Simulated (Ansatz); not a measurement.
# SiH₃+ (singlet): the correlation ladder at scale of all distances = 1.118, cc-pVDZ

An exercise on one series of results from a longer session: the logs are not shown, and one member is left open.

Program: Ansatz 0.2.0, Gaussian basis. Level of theory: cc-pVDZ, core rule «outside noble gas», up to 5 orbitals frozen. These are calculated values, not measurements.

To be run: UHF; CCSD(T) on RHF; BCCD(T) on RHF; CISD; CCSDT(Q) on RHF; CCSDTQ on RHF; CASSCF and MRCISD+Q, 2 electrons in 2 orbitals; CASSCF and NEVPT2, 2 electrons in 2 orbitals; CASSCF and MRCISD+Q, 6 electrons in 7 orbitals; CASSCF and NEVPT2, 6 electrons in 7 orbitals; Full CI.

8 further runs of the same task are left out: 2 for a known fault of the program, 6 that didn't finish.

### The geometry

The geometry derives from a PBE0/def2-TZVP stationary point (not a proven minimum). All distances are scaled together.

4 atoms, charge 1, spin multiplicity 1.

Atoms are counted from 1 here; the program's logs count them from 0.

Bond lengths: Si1–H2 1.646 Å, Si1–H3 1.646 Å, Si1–H4 1.646 Å. Angles: H2–Si1–H3 120.0°, H2–Si1–H4 120.0°, H3–Si1–H4 120.0°.

The first run:

in.yaml reads:

```yaml
crystal:
  periodic: [false, false, false]
  atoms:
    - {symbol: Si, position_ang: [0.000000, 0.000000, 0.000000]}
    - {symbol: H, position_ang: [1.645632, 0.015906, -0.000107]}
    - {symbol: H, position_ang: [-0.836591, 1.417202, -0.003248]}
    - {symbol: H, position_ang: [-0.809041, -1.433108, 0.003355]}
basis:
  gaussian: {orbitals: cc-pVDZ}
total_charge: 1
magnetization: {spin_polarized: true, initial_magnetization: 0}
hamiltonian: {xc: hf}
output: {orbitals: {seedname: orbitals}}
```

Command:

```
$ ansatz run in.yaml --threads 1 --pin off --events-out ev --progress --plain --max-ram 2393MiB
```

Steps of the session up to this table: UHF; CCSD(T) on RHF; BCCD(T) on RHF; CISD; CCSDT(Q) on RHF; CCSDTQ on RHF; CASSCF and MRCISD+Q, 2 electrons in 2 orbitals; CASSCF and NEVPT2, 2 electrons in 2 orbitals; CASSCF and MRCISD+Q, 6 electrons in 7 orbitals; CASSCF and NEVPT2, 6 electrons in 7 orbitals; Full CI.

One of the session's tables, all rows but one given; the rest of the session is left out.

```
          method  from FCI (meV)
             RHF         +3172.2
            RMP2          +814.7
            CISD               ?
           RCCSD           +77.6
        RCCSD(T)           +21.1
         BCCD(T)           +20.4
          RCCSDT            +2.5
       RCCSDT(Q)            +0.6
         RCCSDTQ             0.0
     CASSCF pair         +2681.0
     NEVPT2 pair          +771.2
     MRCISD pair          +140.1
   MRCISD+Q pair           -20.5
  CASSCF valence         +1499.1
  NEVPT2 valence          +527.4
  MRCISD valence           +61.4
MRCISD+Q valence           +15.7
             FCI               0
```

Estimate the missing values for CISD.

As computed: from FCI (meV): +197.7. In the column «from FCI (meV)» it lies between MRCISD pair (+140.1) and NEVPT2 valence (+527.4).

Among the levels timed on like hardware and quicker than the yardstick, those that no quicker one beats, quickest first: RCCSD(T) (0.21 s, +21.1 meV); BCCD(T) (0.24 s, +20.4 meV); RCCSDT(Q) (0.69 s, +0.6 meV); RCCSDTQ (6.5 s, 0.0 meV). Runs this short are mostly start-up, so their order is noise.

Limits of these values: The yardstick is full CI for this spin, exact in this basis with these frozen cores. MRCISD+Q pair falls below full CI: the +Q correction isn't variational, and the cores differ from full CI's. Of the multireference levels listed MRCISD+Q valence comes nearest in total energy (+15.7 meV), which doesn't show that its space is the better one.
